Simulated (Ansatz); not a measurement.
# [NH3]+ (SMILES [NH3+]): UCCSD(T)/6-31G(d) (spherical functions)

What is the vertical ionisation energy of [NH3]+ at UCCSD(T)/6-31G* (spherical functions)? 

The results are computed with Ansatz 0.2.0.

## (1) The structure to begin with

[NH3]+ has 4 atoms, charge +1, and is taken as a doublet. SMILES: `[NH3+]`. Geometry: relaxed at GFN2-xTB.

Bond lengths: N1–H2 1.028 Å, N1–H3 1.028 Å, N1–H4 1.028 Å. Angles: H2–N1–H3 120.0°, H2–N1–H4 120.0°, H3–N1–H4 120.0°.

## (2) The energy at UCCSD(T)/6-31G(d) (spherical functions)

run.yaml reads:

```yaml
crystal:
  periodic: [false, false, false]
  atoms:
    - symbol: "N"
      position_ang: [0.000140, -0.000820, -0.000330]
    - symbol: H
      position_ang: [0.510700, -0.238750, 0.859300]
    - symbol: H
      position_ang: [-0.995460, -0.239520, -0.089810]
    - symbol: H
      position_ang: [0.484620, 0.479080, -0.769160]
basis:
  gaussian:
    orbitals: 6-31G_st_-spherical.json
total_charge: 1
magnetization:
  spin_polarized: true
  initial_magnetization: 1
correlation:
  method: ccsd_t
  frozen_orbitals: {H: 0, "N": 1}
accuracy: high
scf:
  omitted_lower_state_checks: [cluster_reference, increment]
```

The basis set 6-31G* is read from a file made from the Basis Set Exchange's data (not shown).

Started as:

```
ansatz run run.yaml --threads 1 --pin off --max-ram 2610MiB --events-out events.jsonl --progress --plain --runs-dir runs
```

The log of the run, cut to the lines that bear on the results:

```text
Warning: RAYON_NUM_THREADS=1 ignored (pool sized by the plan → 1); use --threads N
Functional definition: HF
  name "HF"
[...]
396 factors; integrals over basis functions are off by at most 3.5e-9 eV
[...]
mean field -1520.34564715 eV, -55.8716720054 hartree, gradient 1.1e-8 eV, S^2 0.760965; 0 other end points of the search recorded, 0 dependent functions left out
1 core orbitals not correlated: weight in the atoms' cores, before any rotation towards them, 1.000 or more for the frozen orbitals, at most 0.000 for the correlated occupied ones
reference -1520.34564715 eV, -55.8716720054 hartree; 4, 3 occupied and 15, 16 virtual orbitals, 396 factors
second order -3.53469019 eV of doubles, -0.00000000 eV of singles
cycle   1  -3.92997995 eV  change   -4.0e-1 eV  update   3.5e-2
[...]
cycle  17  -4.07873778 eV  change   7.7e-10 eV  update  1.9e-10
perturbative correction -0.04325432 eV, -0.0015895671 hartree
Total energy: -1524.46763925 eV, -56.0231524213 hartree
Checks for a lower state left out: cluster_reference, increment
```

It took 0.22 s on 1 thread of Arm Neoverse V1, shared host.

## (3) Singlet [NH3]2+

job.yaml reads:

```yaml
crystal:
  periodic: [false, false, false]
  atoms:
    - symbol: "N"
      position_ang: [0.000140, -0.000820, -0.000330]
    - symbol: H
      position_ang: [0.510700, -0.238750, 0.859300]
    - symbol: H
      position_ang: [-0.995460, -0.239520, -0.089810]
    - symbol: H
      position_ang: [0.484620, 0.479080, -0.769160]
basis:
  gaussian:
    orbitals: 6-31G_st_-spherical.json
total_charge: 2
correlation:
  method: ccsd_t
  frozen_orbitals: {H: 0, "N": 1}
accuracy: high
scf:
  omitted_lower_state_checks: [cluster_reference, increment]
```

The basis set 6-31G* is read from a file made from the Basis Set Exchange's data (not shown).

Started as:

```
ansatz run job.yaml --threads 1 --pin off --max-ram 2610MiB --events-out events.jsonl --progress --plain --runs-dir runs
```

The log of the run, cut to the lines that bear on the results:

```text
Warning: RAYON_NUM_THREADS=1 ignored (pool sized by the plan → 1); use --threads N
[... 2 set-up lines as earlier in the session ...]
[...]
396 factors; integrals over basis functions are off by at most 3.5e-9 eV
[...]
mean field -1497.48530896 eV, -55.0315700725 hartree, gradient 2.9e-8 eV, S^2 0.000000; 0 other end points of the search recorded, 0 dependent functions left out
1 core orbitals not correlated: weight in the atoms' cores, before any rotation towards them, 1.000 or more for the frozen orbitals, at most 0.000 for the correlated occupied ones
reference -1497.48530896 eV, -55.0315700725 hartree; 3, 3 occupied and 16, 16 virtual orbitals, 396 factors
second order -2.92642217 eV of doubles, -0.00000000 eV of singles
cycle   1  -3.36862667 eV  change   -4.4e-1 eV  update   3.5e-2
[...]
cycle  18  -3.51422575 eV  change   5.3e-10 eV  update  2.2e-10
perturbative correction -0.03728555 eV, -0.0013702187 hartree
Total energy: -1501.03682027 eV, -55.1620857056 hartree
Checks for a lower state left out: cluster_reference, increment
```

It took 0.14 s on 1 thread of Arm Neoverse V1, shared host.

## (4) Summary of results

Level: UCCSD(T)/6-31G* (spherical functions), 1 core orbital frozen.

| quantity | value |
| --- | --- |
| doublet [NH3]+: total energy | -56.02315 Eh |
| doublet [NH3]+: correlation energy (1 core orbital frozen) | -151.5 mEh |
| doublet [NH3]+: (T) correction | -1.59 mEh |
| doublet [NH3]+: ⟨S²⟩ of the reference determinant | 0.761 |
| doublet [NH3]+: T1 diagnostic | 0.006 |
| singlet [NH3]2+: total energy | -55.16209 Eh |
| singlet [NH3]2+: correlation energy (1 core orbital frozen) | -130.5 mEh |
| singlet [NH3]2+: (T) correction | -1.37 mEh |
| singlet [NH3]2+: T1 diagnostic | 0.004 |
| vertical ionisation energy (to the singlet dication) | 23.431 eV |

What this shows: The vertical ionisation energy comes to 23.43 eV (2261 kJ/mol). Only the singlet of the ionised species was computed; a triplet could lie lower. The triples (doublet [NH3]+) make up 1.0 % of the correlation energy. The triples (singlet [NH3]2+) make up 1.0 % of the correlation energy.
